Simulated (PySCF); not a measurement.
# Ethane, 1,1,2-trifluoro (C2H3F3): electronic excitations at several levels of theory, part 2 of 2

PySCF 2.14.0. Atoms count from 0. The steps go on from the part before.

## 10. TDDFT and polarisability: PBE0/def2-TZVPD

Job settings and geometry (Å):

```
{"job": {"kind": "uv", "xc": "PBE0", "basis": "def2-TZVPD"}, "charge": 0, "multiplicity": 1}
F      1.238887    -0.460796     1.184061
C      0.542840     0.394238     0.383027
C     -0.554590    -0.357660    -0.331322
F     -1.306791     0.533519    -1.012965
F     -0.027171    -1.228733    -1.211969
H      1.214282     0.840134    -0.369861
H      0.093216     1.196567     0.990593
H     -1.200695    -0.917259     0.368426
```

With the program's defaults for keys left out, this is: TDDFT PBE0/def2-TZVPD, vertical, gas phase, core orbitals frozen in the response.

What it wrote:

```text
coarse grid: 7296 points
cycle   1  E = -377.2300886247  dE =  6.075e-01  |g| = 7.657e-01  |ddm| = 2.193e+00
cycle   2  E = -377.1188025514  dE =  1.113e-01  |g| = 1.172e+00  |ddm| = 9.609e-01
cycle   3  E = -377.3199793119  dE = -2.012e-01  |g| = 4.561e-02  |ddm| = 5.359e-01
cycle   4  E = -377.3202210760  dE = -2.418e-04  |g| = 2.410e-02  |ddm| = 4.456e-02
cycle   5  E = -377.3203083330  dE = -8.726e-05  |g| = 8.501e-03  |ddm| = 1.668e-02
cycle   6  E = -377.3203181992  dE = -9.866e-06  |g| = 1.870e-03  |ddm| = 4.737e-03
final grid: 73344 points
cycle   7  E = -377.3270251184  dE = -6.714e-05  |g| = 5.747e-03  |ddm| = 1.017e-01
cycle   8  E = -377.3270213969  dE =  3.722e-06  |g| = 7.649e-03  |ddm| = 8.978e-03
cycle   9  E = -377.3270313433  dE = -9.946e-06  |g| = 9.158e-04  |ddm| = 4.215e-03
cycle  10  E = -377.3270314616  dE = -1.183e-07  |g| = 2.493e-04  |ddm| = 7.246e-04
cycle  11  E = -377.3270314717  dE = -1.008e-08  |g| = 5.560e-05  |ddm| = 1.852e-04
cycle  12  E = -377.3270314720  dE = -3.243e-10  |g| = 2.888e-05  |ddm| = 4.130e-05
converged SCF energy = -377.3270314720

Static polarisability (au): isotropic 30.144, principal 28.844 30.389 31.200

Singlet excitations
state   eV       nm        f      main configurations
  1   8.8896    139.5   0.00634   H->L+1 0.76, H->L 0.17
  2   8.9754    138.1   0.01023   H->L 0.81, H->L+1 0.18
  3   9.4253    131.5   0.01179   H-1->L 0.48, H-1->L+1 0.48
  4   9.5257    130.2   0.10514   H->L+2 0.95
  5   9.7486    127.2   0.02156   H-1->L 0.49, H-1->L+1 0.41
  6   9.9416    124.7   0.02419   H->L+3 0.95
  7  10.2587    120.9   0.03889   H-1->L+2 0.90
  8  10.4062    119.1   0.01623   H->L+4 0.90
  9  10.6567    116.3   0.00972   H-2->L+1 0.65, H-2->L 0.12, H->L+5 0.10
 10  10.7716    115.1   0.00084   H-2->L 0.80, H-2->L+1 0.10

Triplet excitations (Tamm-Dancoff, eV): 8.4720 8.7195 9.0340 9.1968
```

Wall time 13 s (1 thread of AMD EPYC 9R45, shared host); peak memory 0.81 GiB.

Key values: HOMO -9.73 eV, LUMO 0.44 eV; lowest singlet 8.89 eV.

## 11. Excited states and response: PBE0/6-31+G*

Settings changed since step 10:

```diff
@@ -1,2 +1,2 @@
-{"job": {"kind": "uv", "xc": "PBE0", "basis": "def2-TZVPD"}, "charge": 0, "multiplicity": 1}
+{"job": {"kind": "uv", "xc": "PBE0", "basis": "6-31+G*"}, "charge": 0, "multiplicity": 1}
 F      1.238887    -0.460796     1.184061
```

Level: TDDFT PBE0/6-31+G*, vertical, gas phase, core orbitals frozen in the response.

What it wrote:

```text
coarse grid: 7296 points
cycle   1  E = -377.0970662322  dE =  6.063e-01  |g| = 6.641e-01  |ddm| = 2.435e+00
cycle   2  E = -377.0151991603  dE =  8.187e-02  |g| = 9.903e-01  |ddm| = 1.082e+00
cycle   3  E = -377.1735004312  dE = -1.583e-01  |g| = 3.966e-02  |ddm| = 6.197e-01
cycle   4  E = -377.1737193953  dE = -2.190e-04  |g| = 1.935e-02  |ddm| = 3.586e-02
cycle   5  E = -377.1737846665  dE = -6.527e-05  |g| = 6.135e-03  |ddm| = 1.630e-02
cycle   6  E = -377.1737901985  dE = -5.532e-06  |g| = 1.875e-03  |ddm| = 4.630e-03
final grid: 73344 points
cycle   7  E = -377.1750114070  dE = -1.948e-05  |g| = 8.101e-03  |ddm| = 1.986e-02
cycle   8  E = -377.1749999479  dE =  1.146e-05  |g| = 1.178e-02  |ddm| = 1.282e-02
cycle   9  E = -377.1750239793  dE = -2.403e-05  |g| = 7.255e-04  |ddm| = 7.251e-03
cycle  10  E = -377.1750240888  dE = -1.094e-07  |g| = 1.513e-04  |ddm| = 6.883e-04
cycle  11  E = -377.1750240921  dE = -3.274e-09  |g| = 7.093e-05  |ddm| = 1.442e-04
cycle  12  E = -377.1750240928  dE = -7.585e-10  |g| = 1.439e-05  |ddm| = 5.066e-05
converged SCF energy = -377.1750240928

Static polarisability (au): isotropic 27.036, principal 26.149 27.033 27.927

Singlet excitations
state   eV       nm        f      main configurations
  1   8.9171    139.0   0.00470   H->L+1 0.81, H->L 0.12
  2   9.1266    135.8   0.01613   H->L 0.83, H->L+1 0.14
  3   9.4759    130.8   0.01457   H-1->L+1 0.46, H-1->L 0.41, H->L+2 0.09
  4   9.5006    130.5   0.09631   H->L+2 0.86
  5   9.8422    126.0   0.02929   H-1->L 0.53, H-1->L+1 0.36, H-1->L+2 0.08
  6   9.9267    124.9   0.01886   H->L+3 0.96
  7  10.1967    121.6   0.03382   H-1->L+2 0.88
  8  10.4220    119.0   0.01182   H->L+4 0.91
  9  10.6762    116.1   0.00923   H-2->L+1 0.62, H-2->L 0.10, H->L+5 0.10
 10  10.7941    114.9   0.01376   H-1->L+3 0.90

Triplet excitations (Tamm-Dancoff, eV): 8.5134 8.8537 9.0942 9.2260
```

Wall time 4 s (1 thread of AMD EPYC 9R45, shared host); peak memory 0.48 GiB.

Key values: HOMO -9.79 eV, LUMO 0.57 eV; lowest singlet 8.92 eV.

## 12. Side by side: electronic excitations

Excitations and ground-state properties, with basis size and wall time:

```csv
run,lowest singlet (eV),brightest (eV),f,gap (eV),α (Å³),μ (D),functions,time
wB97X-D/def2-SVPD,9.52,10.49,0.101,14.24,4.35,1.56,133,23 s
LC-wPBE/def2-SVPD,9.65,11.22,0.087,15.08,4.32,1.58,133,33 s
PBE0/6-31G*,9.82,12.14,0.189,11.78,3.45,1.33,76,3.5 s
PBE0/def2-SVP,9.77,11.47,0.159,11.62,3.39,1.44,85,3.7 s
PBE0/def2-TZVP,9.32,10.34,0.113,11.12,4.03,1.47,173,8.9 s
PBE0/aug-cc-pVDZ,8.68,9.12,0.082,9.76,4.42,1.50,142,7.2 s
PBE0/aug-cc-pVTZ,8.67,9.09,0.078,9.73,4.48,1.50,299,21 s
PBE0/def2-TZVPD,8.89,9.53,0.105,10.16,4.47,1.49,221,13 s
PBE0/6-31+G*,8.92,9.50,0.096,10.35,4.01,1.59,96,4 s
```

Measured dipole: 1.58 D (gas; NIST CCCBDB Release 22 (SRD 101), experimental dipoles).

## 13. Outcome

What follows sums up all 2 parts.

| quantity | value |
| --- | --- |
| point group | C1 |
| rotational constants (main isotopes) | 9.18, 3.67, 2.83 GHz |
| lowest singlet (wB97X-D/def2-SVPD) | 9.52 eV (130 nm), f = 0.008 |
| brightest single state of those computed | state 4, 10.49 eV, f = 0.101 |
| lowest triplet | 9.08 eV |
| vertical ionisation energy (ΔSCF) | 12.51 eV |
| range of the lowest singlet | 8.67 to 9.82 eV |

Single values in the summary come from the first run of each kind that ended normally (wB97X-D/def2-SVPD), which need not be the best level. The optimisation took 8 steps and gained 0.030 eV; among the close pairs (by a distance rule), C2–H7 changed most, from 1.093 to 1.105 Å. The first singlet state (HOMO→LUMO+1 0.79, HOMO→LUMO+2 0.09) lies at 9.52 eV and is weak; of the 10 states computed, the strongest absorption comes from state 4 at 10.49 eV. The lowest triplet lies 0.44 eV below the lowest singlet (triplets in Tamm-Dancoff, singlets in full TDDFT). The orbital energy would give 11.82 eV for ionisation, ΔSCF gives 12.51 eV. The dipole moment, 1.56 D, compares with 1.58 D measured (one conformer here). The lowest singlet runs from 8.67 eV (PBE0/aug-cc-pVTZ) to 9.82 eV (PBE0/6-31G*), while the orbital gap spans 9.73 to 15.08 eV. The lowest state need not be the same one in every run. The runs solved for a few states only, so the brightest column depends on that window. For the measured dipole, LC-wPBE/def2-SVPD misses least (0.00 D, 33 s) and PBE0/6-31G* most (0.25 D, 3.5 s). One molecule ranks no method: errors cancel, and vibration and temperature are missing from all runs.
